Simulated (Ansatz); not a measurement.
System: rutile MnO₂. Method: PBEsol-D3(BJ) in Ansatz (PAW).

Run with plane-wave cutoff 520 eV, 8×8×12 k mesh (along the axes of the cell as run), Fermi–Dirac smearing 0.01 eV, spin-polarised with opposed moments, scalar-relativistic PAW data made under PBE.

Shape and atoms are relaxed at each volume.

Pressure at four volumes; x = ln(V/8.924 Å³). One pressure is withheld.

| V (Å³/atom) | x | P (GPa) |
|---|---|---|
| 8.567 | -0.0408 | ? |
| 8.746 | -0.0201 | 5.41 |
| 8.924 | 0.0000 | 0.00 |
| 9.281 | 0.0392 | -9.16 |

Task: Pass a parabola P(x) through the three rows shown, estimate the bulk modulus and its pressure derivative near zero pressure, and predict the withheld pressure.

Result: Slopes between the rows: (0.00 − (5.41))/(0.0000 − (-0.0201)) = -269.15 and (-9.16 − (0.00))/(0.0392 − (0.0000)) = -233.67 GPa. Their difference over the span 0.0593 is c = 35.48/0.0593 = 598.3 GPa, so P(x) = 5.41 + (-269.15)(x − (-0.0201)) + 598.3 (x − (-0.0201))(x − (0.0000)). At the middle row B = −dP/dx = −[-269.15 + 598.3 × 0.0201] = 257.1 GPa, and B′ = dB/dP = 2c/B = 4.7. At x = -0.0408 the parabola gives 11.49 GPa; the run gives 11.43 GPa. The Birch–Murnaghan fit to the energies at all volumes has B0 = 256 GPa and B′ = 4.5.

Note: the gap of the solid is closed in this run; the collinear magnetic order is the start's and need not be the measured one; this level leaves the solid without a gap, although one is measured; the bulk modulus comes from volumes at which shape and atoms were relaxed.

Ansatz is a program for electronic structure.
